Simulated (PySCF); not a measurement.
# C2Cl4: the cost of one run

The runs use PySCF 2.14.0, with density-fitted response routines of our own; the level of theory stands in each step. All values are computed, except where a source is named. Atoms are numbered from 0 throughout.

**1. The molecule as given**

6 atoms, charge 0, multiplicity 1; geometry from: GFN2-xTB. The atoms were then displaced at random by about 0.01 Å, so the start is not that level's minimum.

Bonds of the start (Å): Cl0–C1 1.70, C1–Cl2 1.72, C1–C3 1.37, C3–Cl4 1.72, C3–Cl5 1.68.

**2. Relaxing the molecule at PBE0-D3(BJ)/def2-SVP**

Job settings and geometry (Å):

```
{"job": {"xc": "PBE0", "basis": "def2-SVP", "d3": "d3bj", "grid": 1, "shake": 0.01, "kind": "geom"}, "charge": 0, "multiplicity": 1}
Cl    -2.005060    -0.721220    -0.034610
C     -0.615850     0.262170    -0.072150
Cl    -0.869410     1.946410    -0.292280
C      0.643910    -0.263190     0.060160
Cl     0.847460    -1.954110     0.267480
Cl     2.023110     0.699930     0.026740
```

Started as:

```
$ OMP_NUM_THREADS=1 python probes_run.py task.json out
```

The driver reads the jobs from task.json and runs them one after another.

**Question.** How long does this first job take on 1 thread of AMD EPYC 9R45, shared host, and how much memory does it need?

About 15 s, with a peak of 0.44 GiB.
